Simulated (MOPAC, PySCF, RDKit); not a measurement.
Pair of molecules: H2O (SMILES O) (first 3 atoms) with H2O (SMILES O); geometry from S22 set.
(charge 0, multiplicity 1):
```xyz
6

O     -1.5510    -0.1145     0.0000
H     -1.9343     0.7625     0.0000
H     -0.5997     0.0407     0.0000
O      1.3506     0.1115     0.0000
H      1.6804    -0.3737    -0.7586
H      1.6804    -0.3737     0.7586
```

Interaction energies are E(AB) − E(A) − E(B) at the monomers' geometry in the complex; basis-set methods are counterpoise corrected.

Rows in 6-31G* carry no dispersion term and start afresh at each structure (6-31G* with six Cartesian d functions). The state that PM3 reach isn't checked.

Codes used: MOPAC for PM3 (differences of heats of formation); PySCF for 6-31G* rows; RDKit for the force fields. 

Give the interaction energy at the level MMFF94.

-5.6 kcal/mol

What interaction energy does PM3 give?

-2.8 kcal/mol

What interaction energy does HF/6-31G* give?

-4.7 kcal/mol
